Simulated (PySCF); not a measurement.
Which level of theory gave which numbers?

Compound: C5H4Cl (charge -1).
Atom-mapped SMILES: `[Cl:1][c-:2]1[cH:3][cH:4][cH:5][cH:6]1` (hydrogens: H7 on C3; H8 on C4; H9 on C5; H10 on C6)

Cartesian coordinates in Å at the PBE0-D3(BJ)/def2-SVP level; atoms count from 1:
```
atom  x, y, z in Å
Cl1    3.9874   -0.2348    0.8485
C2     2.2702    0.0642    0.5873
C3     1.2733   -0.9263    0.5894
C4     0.0514   -0.2592    0.3434
C5     0.3136    1.1186    0.1948
C6     1.7034    1.3277    0.3467
H7     1.4310   -1.9943    0.7513
H8    -0.9309   -0.7373    0.2798
H9    -0.4286    1.8978   -0.0041
H10    2.2463    2.2731    0.2919
```

The closed-shell ground state was solved 7 times with PySCF (density fitting, gas phase), always in the def2-SVPD basis (159 functions), with these functionals: B3LYP, BHandHLYP, CAM-B3LYP, HF, PBE, PBE0 and wB97X-D. The geometry's basis has no diffuse functions, a weakness for an anion. Where the HOMO energy is positive, the finite basis confines the outermost electrons.

| row | total energy (Eh) | HOMO (eV) | LUMO (eV) |
| --- | --- | --- | --- |
| P | -652.8894 | -0.18 | 4.28 |
| Q | -652.4934 | -0.39 | 4.54 |
| R | -652.7732 | -1.60 | 5.11 |
| S | -652.4393 | 0.60 | 3.88 |
| T | -650.8608 | -2.39 | 6.18 |
| U | -652.8003 | -2.17 | 5.98 |
| V | -652.7428 | -1.21 | 4.97 |

**Question.** Which functional belongs to which row?

**Answer.** P = B3LYP, Q = PBE0, R = CAM-B3LYP, S = PBE, T = HF, U = wB97X-D, V = BHandHLYP. By rising HOMO–LUMO gap: PBE (GGA) 3.28 eV; B3LYP (global hybrid, 20 % exact exchange) 4.46 eV; PBE0 (global hybrid, 25 % exact exchange) 4.93 eV; BHandHLYP (global hybrid, 50 % exact exchange) 6.18 eV; CAM-B3LYP (range-separated hybrid) 6.71 eV; wB97X-D (range-separated hybrid) 8.15 eV; HF (all exact exchange) 8.57 eV. Total energies of different functionals aren't bounds to one another; each is stationary for its own functional.

Note: wB97X-D ran without an empirical dispersion term, which enters the total energy and its gradient alone.
